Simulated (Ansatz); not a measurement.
# CH5AlN+ (SMILES [CH2+][NH][AlH2]): single points off equilibrium

The task here is to estimate one member of a computed series from the others.

The runs use Ansatz 0.2.0, Gaussian basis; single points in def2-TZVPP.

Correlated methods freeze the cores.

### The system as given

8 atoms, charge 1, spin multiplicity 1.

Atoms are counted from 1 here; the program's logs count them from 0.

Bond lengths: C1–N2 1.280 Å, C1–H4 1.108 Å, C1–H5 1.004 Å, N2–Al3 2.090 Å, N2–H6 0.864 Å, Al3–H7 1.506 Å, Al3–H8 1.517 Å. Angles: N2–C1–H4 121.1°, N2–C1–H5 112.6°, H4–C1–H5 124.0°, C1–N2–Al3 120.5°, C1–N2–H6 109.0°, Al3–N2–H6 130.2°, N2–Al3–H7 112.1°, N2–Al3–H8 98.4°, H7–Al3–H8 146.2°.

As a file:

```csv
atom,x (Å),y (Å),z (Å)
C1,-1.0580,0.6839,-0.3197
N2,0.1838,0.6122,-0.0161
Al3,1.0713,-1.2360,0.3904
H4,-1.6679,-0.2314,-0.4514
H5,-1.3191,1.5886,-0.6693
H6,0.5374,1.3977,-0.0872
H7,2.4369,-1.0845,1.0066
H8,-0.1620,-2.1088,0.2589
```

Set-up of the first run:

Input file run/in.yaml:

```yaml
crystal:
  periodic: [false, false, false]
  atoms:
    - {symbol: C, position_ang: [-1.058000, 0.683900, -0.319700]}
    - {symbol: N, position_ang: [0.183800, 0.612200, -0.016100]}
    - {symbol: Al, position_ang: [1.071300, -1.236000, 0.390400]}
    - {symbol: H, position_ang: [-1.667900, -0.231400, -0.451400]}
    - {symbol: H, position_ang: [-1.319100, 1.588600, -0.669300]}
    - {symbol: H, position_ang: [0.537400, 1.397700, -0.087200]}
    - {symbol: H, position_ang: [2.436900, -1.084500, 1.006600]}
    - {symbol: H, position_ang: [-0.162000, -2.108800, 0.258900]}
basis:
  gaussian: {orbitals: def2-TZVPP}
total_charge: 1
correlation: {method: ccsd_t}
output: {forces: true}
```

No record of the launch command was kept for these runs.

Steps of the session up to this table: CCSD(T)/def2-TZVPP; PBE0-D4/def2-TZVPP; wB97M-V/def2-TZVPP; r2SCAN-D4/def2-TZVPP; PBE-D4/def2-TZVPP; B97M-V/def2-TZVPP; CAM-B3LYP-D4/def2-TZVPP.

One of the session's tables, all rows but one given; the rest of the session is left out.

| method | RMS force component (eV/Å) | angle to CCSD(T) forces (°) |
| --- | --- | --- |
| CCSD(T) | 3.489 | reference |
| PBE0-D4 | 3.543 | 4.1 |
| wB97M-V | 3.497 | 3.6 |
| r2SCAN-D4 | 3.509 | 2.6 |
| PBE-D4 | ? | ? |
| B97M-V | 3.442 | 3.9 |
| CAM-B3LYP-D4 | 3.521 | 4.6 |

**Question.** Estimate the row for PBE-D4.

The run gave: RMS force component (eV/Å): 3.564; angle to CCSD(T) forces (°): 2.2. In the column «RMS force component (eV/Å)» it is the highest.
